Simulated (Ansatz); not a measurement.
# CHBSi (triplet): the correlation ladder, def2-QZVPP

An exercise on one series of results from a longer session: the logs are not shown, and one member is left open.

Program: Ansatz 0.2.0, Gaussian basis. Level of theory: def2-QZVPP, core rule «outside noble gas», up to 7 orbitals frozen. These are calculated values, not measurements.

The runs, in order: UHF; ROHF; CCSD(T) on UHF.

2 further runs of the same task are left out: 2 set aside as unsound or not needed.

## What is computed

The geometry is a PBE0/def2-TZVP stationary point (not a proven minimum).

4 atoms, charge 0, spin multiplicity 3.

Atoms are counted from 1 here; the program's logs count them from 0.

Bond lengths: B1–Si2 1.833 Å, B1–H4 1.178 Å, Si2–C3 1.800 Å. Angles: Si2–B1–H4 180.0°, B1–Si2–C3 180.0°.

As a file:

```xyz
4

B     0.0000    0.0000    1.0719
Si    0.0000    0.0000   -0.7607
C     0.0000    0.0000   -2.5609
H     0.0000    0.0000    2.2497
```

Set-up of the first run:

in.yaml

```yaml
crystal:
  periodic: [false, false, false]
  atoms:
    - {symbol: B, position_ang: [0.000000, 0.000000, 1.071900]}
    - {symbol: Si, position_ang: [0.000000, 0.000000, -0.760700]}
    - {symbol: C, position_ang: [0.000000, 0.000000, -2.560900]}
    - {symbol: H, position_ang: [0.000000, 0.000000, 2.249700]}
basis:
  gaussian: {orbitals: "def2-QZVPP.json"}
magnetization: {spin_polarized: true, initial_magnetization: 2}
hamiltonian: {xc: hf}
output: {orbitals: {seedname: orbitals}}
```

The run is started by

```
$ ansatz run in.yaml --threads 1 --pin off --events-out ev --progress --plain --max-ram 2393MiB
```

Steps of the session up to this table: UHF; ROHF; CCSD(T) on UHF.

One of the session's tables, all rows but one given; the rest of the session is left out.

| method | from UCCSD(T) (meV) |
| --- | --- |
| ROHF | +10425.6 |
| UMP2 | +1851.1 |
| UCCSD | ? |
| UCCSD(T) | 0 |

Q: Estimate the row for UCCSD from the others.

The run gave: from UCCSD(T) (meV): +655.1. In the column «from UCCSD(T) (meV)» it lies between UCCSD(T) (0) and UMP2 (+1851.1).

Left out of the table: UHF (another determinant or state than the rows shown).

Limits of these values: The determinant is far from a pure spin state, so its energy mixes those of several spin states (harmless only where they are near-degenerate, as at dissociation). Warnings: spin contamination; coupled cluster took another determinant than the lowest.
